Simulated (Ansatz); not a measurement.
For cubic perovskite BaTiO₃ (cubic high-temperature phase), rVV10 (Ansatz, a program for electronic structure, PAW) gives:

equilibrium lattice constant a: 4.032 Å
enthalpy of formation: -3.343 eV/atom

### Question
What does r²SCAN (plane waves, PAW; Ansatz) give for the same quantities?

### Answer

- lattice constant a: 3.994 Å (falls by 0.9 %)
- formation enthalpy: -3.403 eV/atom (moves by -0.060 eV/atom)

Changes are worked out from the printed values.

Unless a cell is named, each level is at its own relaxed cell (rVV10 13.11, r²SCAN 12.74 Å³/atom).

Caveats: the relaxation could not lower the start's symmetry, so the cell can be a saddle point above a distorted one (rVV10, r²SCAN). Ansatz's density-functional and Hartree–Fock values are scalar-relativistic unless marked +SOC, with PAW data made under PBE.
